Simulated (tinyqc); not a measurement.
Inside a calculation. Method: UKS/LDA (PW92) in the sto-3g basis, for H2O, spin multiplicity 3. One step of it, computed by the program tinyqc.

Question. Orthogonalisation. S = U s U^T; symmetric (Loewdin) form X = U s^(-1/2) U^T, so that X^T S X = 1.

overlap S, order 1O 1s, 1O 2s, 1O 2px, 1O 2py, 1O 2pz, 2H 1s, 3H 1s:
```
[[1.000000, 0.236704, 0.000000, 0.000000, 0.000000, 0.020984, 0.021570],
 [0.236704, 1.000000, 0.000000, 0.000000, 0.000000, 0.253941, 0.259265],
 [0.000000, 0.000000, 1.000000, 0.000000, 0.000000, 0.000000, 0.000000],
 [0.000000, 0.000000, 0.000000, 1.000000, 0.000000, 0.202639, -0.206233],
 [0.000000, 0.000000, 0.000000, 0.000000, 1.000000, 0.134973, 0.137305],
 [0.020984, 0.253941, 0.000000, 0.202639, 0.134973, 1.000000, 0.077426],
 [0.021570, 0.259265, 0.000000, -0.206233, 0.137305, 0.077426, 1.000000]]
```

Give: eigenvalues of S; X.

Answer.

eigenvalues of S: [0.5764, 0.6697, 0.8979, 1.0000, 1.0944, 1.2529, 1.5086]

X, order 1O 1s, 1O 2s, 1O 2px, 1O 2py, 1O 2pz, 2H 1s, 3H 1s:
```
[[1.0228, -0.1293, 0.0000, 0.0001, -0.0034, 0.0136, 0.0138],
 [-0.1293, 1.0773, 0.0000, -0.0009, 0.0286, -0.1363, -0.1398],
 [0.0000, 0.0000, 1.0000, 0.0000, 0.0000, 0.0000, 0.0000],
 [0.0001, -0.0009, 0.0000, 1.0359, -0.0004, -0.1141, 0.1163],
 [-0.0034, 0.0286, 0.0000, -0.0004, 1.0148, -0.0709, -0.0725],
 [0.0136, -0.1363, 0.0000, -0.1141, -0.0709, 1.0524, -0.0260],
 [0.0138, -0.1398, 0.0000, 0.1163, -0.0725, -0.0260, 1.0546]]
```
